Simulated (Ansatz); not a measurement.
Geometry optimisation, Ansatz, RHF/def2-SVP.

Input:

```yaml
crystal:
  periodic: [false, false, false]
  atoms:
    - { symbol: Al, position_ang: [0.04033, -0.267334, -0.068512] }
    - { symbol: H, position_ang: [-0.040629, -0.183384, 1.495886] }
    - { symbol: H, position_ang: [1.384714, -0.124892, -0.856925] }
    - { symbol: O, position_ang: [-1.356429, -0.603524, -0.952204] }
    - { symbol: H, position_ang: [-2.258799, -0.732568, -0.719089] }
    - { symbol: Cl, position_ang: [-0.283029, 2.805609, 1.419505] }
    - { symbol: H, position_ang: [-0.173858, 1.613993, 1.987838] }
basis:
  gaussian: { orbitals: def2-SVP }
hamiltonian:
  xc: hf
relax:
  f_tol: 0.03
  max_steps: 50
```

Run as:

```bash
$ ansatz run input.yaml --threads 1 --pin off --max-ram 2048MiB --backend cpu --events-out ev --progress --plain --runs-dir out
```

Question: Where does it end, and by what steps?

Answer: The run converged. After 10 steps the energy has fallen by 0.178 eV; H7 moved furthest, 0.59 Å.

| step | energy less start (eV) | largest force component (eV/Å) | accepted |
| --- | --- | --- | --- |
| 0 | 0.0000 | 1.453 | yes |
| 1 | -0.0792 | 0.893 | yes |
| 2 | -0.0747 | 1.230 | no |
| 3 | -0.0967 | 0.686 | yes |
| 4 | -0.1086 | 0.825 | yes |
| 5 | -0.1453 | 0.245 | yes |
| 6 | -0.1566 | 0.710 | yes |
| 7 | -0.1599 | 0.385 | yes |
| 8 | -0.1703 | 0.173 | yes |
| 9 | -0.1778 | 0.061 | yes |
| 10 | -0.1783 | 0.029 | yes |

```xyz
7
Properties=species:S:1:pos:R:3
Al 0.043 -0.311 -0.037
H 0.044 -0.757 1.481
H 1.362 0.043 -0.812
O -1.374 -0.443 -0.954
H -2.256 -0.667 -0.718
Cl -0.332 2.512 1.070
H -0.173 2.131 2.277
```

Whether the end is a true minimum wasn't checked by a vibrational analysis.

Time of the run: 8.7 s on 1 thread of Arm Neoverse V2, with other jobs on the host, peak memory 0.12 GiB.
